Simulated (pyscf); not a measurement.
## Insertion: F–Ge:–F [singlet] + NH₃ → H₂N–GeH(F)–F

Gas phase, singlet surface, charge 0. Bonds broken: N4–H5. Bonds formed: Ge2–N4, Ge2–H5. Structures and frequencies: ωB97X-D3(BJ)/def2-SVP in PySCF. Correlated levels are frozen-core, on RHF or UHF. ΔMP2 is the change of the MP2 total energy from the triple- to the quadruple-zeta basis.

Transition state (Å):

```xyz
7

F     -1.3288     1.7287    -0.3463
Ge    -0.1458     0.4965    -0.6936
F      1.2232     0.9641     0.2781
N     -0.7710    -1.1095     0.1997
H     -0.3018    -1.0106    -1.2860
H     -0.2475    -1.5580     0.9558
H     -1.7756    -1.2552     0.3209
```

One imaginary mode, 1505i cm⁻¹; descent along it reached the two sides named, in the forms told below.

| bond | change | reactant side (Å) | saddle | product side |
|---|---|---|---|---|
| N4–H5 | breaks | 1.020 | 1.561 | 2.8 |
| Ge2–N4 | forms | 2.216 | 1.941 | 1.793 |
| Ge2–H5 | forms | 2.9 | 1.627 | 1.521 |

Electronic energies relative to the separated reactants (kcal/mol):

```
level                             barrier  reaction energy  reverse barrier
--------------------------------  -------  ---------------  ---------------
ωB97X-D3(BJ)/def2-TZVP               45.4            -16.4             61.9
PBE/def2-TZVP                        39.3             -7.7             47.1
r²SCAN/def2-TZVP                     38.0            -15.3             53.4
B3LYP-D3(BJ)/def2-TZVP               45.8             -8.8             54.6
PBE0-D3(BJ)/def2-TZVP                41.3            -14.7             56.0
M06-2X/def2-TZVP                     42.5            -19.2             61.7
ωB97M-D3(BJ)/def2-TZVP               48.5            -10.4             58.9
HF/def2-TZVP                         62.3            -17.3             79.6
MP2/def2-QZVPP                       43.5            -17.1             60.6
CCSD/def2-TZVPP                      47.5            -17.5             65.0
CCSD(T)/def2-TZVPP                   44.1            -17.3             61.4
CCSD(T)/def2-TZVPP + ΔMP2(QZVPP)     45.3            -15.0             60.3
```

With CCSD(T)/def2-TZVPP + ΔMP2(QZVPP) energies and thermal terms (ideal gas, 1 atm, RRHO with modes under 100 cm⁻¹ raised to 100, one conformer, R ln 2 for rigid chiral ones), in kcal/mol:

| T (K) | ΔH‡ | ΔG‡ | ΔH | ΔG |
|---|---|---|---|---|
| 298 | 42.6 | 52.6 | -15.6 | -5.5 |
| 600 | 43.3 | 62.5 | -14.7 | +4.5 |
| 900 | 44.2 | 72.0 | -13.3 | +13.8 |
| 1200 | 45.2 | 81.1 | -11.9 | +22.6 |

On the reactant side the descent ends in an adduct with a Ge–N contact, 22.3 kcal/mol under the separated species and 67.8 kcal/mol under the saddle at ωB97X-D3(BJ)/def2-TZVP. What is counted as formed (Ge–N) is already present as a longer contact in the reactant adduct; forming that adduct is a step of its own. This is the saddle that the search found; another between the same sides may lie lower. The CCSD(T) − MP2 part came from Ansatz, without density fitting, on the same reference. The frozen core leaves the outer d or s,p core shells of the metals and heavy elements correlated in the MP2 and CC values, and def2-TZVPP describes them poorly, which can shift differences by a few kcal/mol. Elements up to Kr have no core potential and no relativistic terms here.
